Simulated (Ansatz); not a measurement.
Consider the atomization: `OBS` → B• + 3 H• + O• + S•.

Program: Ansatz. Geometries: PBE0-D4/def2-TZVP. ΔE: electronic, gas phase. CCSD(T)/CBS adds triple-zeta CCSD(T) − MP2 to the extrapolated MP2 energy (def2 sets, frozen cores). This one scheme is used for every species, atoms too. DFT in def2-TZVPP. HSE06 is defined as in plane-wave codes. No spin–orbit coupling; open shells (•) take unrestricted orbitals. Spin–orbit coupling would lower the free atoms: a little for B, O, S. Each species was taken in one conformer, which may not be the lowest.

CCSD(T)/CBS gives +522.0 kcal/mol.

Problem. Another level gave +522.8 kcal/mol. Which?
A. PBE-QIDH/def2-TZVPP
B. r2SCAN/def2-TZVPP
C. HSE06-D4/def2-TZVPP
D. r2SCAN0-D4/def2-TZVPP

Solution. C. HSE06-D4 522.8, r2SCAN 526.7, PBE-QIDH 518.7, r2SCAN0-D4 517.0 kcal/mol.

Largest T1 diagnostic among the species: 0.014.

Leaving LDA and LC-ωPBE aside and taking each functional with its dispersion term where it has one, the values, not all of them listed here, spread over 27.9 kcal/mol, from BHLYP-D4 to PBE-D4. LDA lies +69.9 kcal/mol from PBE without D4, its usual overbinding. The D4 term adds +3.2 kcal/mol with B3LYP and +1.6 kcal/mol with PBE0; it sums over pairs of atoms, weighted by their polarisabilities, and B3LYP, whose exchange is more repulsive, gets the larger term. From BLYP to BHLYP (50 % exact exchange), in def2-TZVPP and without D4, ΔE moves by −15.1 kcal/mol: exact exchange takes away binding that semilocal exchange gives to molecules.

B3LYP here is the variant with VWN-RPA as its local correlation; programs differ in this.

For atomizations the MP2-based limit and the directly extrapolated one differ by several kJ/mol either way, and by 10 to 25 for some Ge, Se and Sn compounds, so smaller differences from it don't rank the levels.
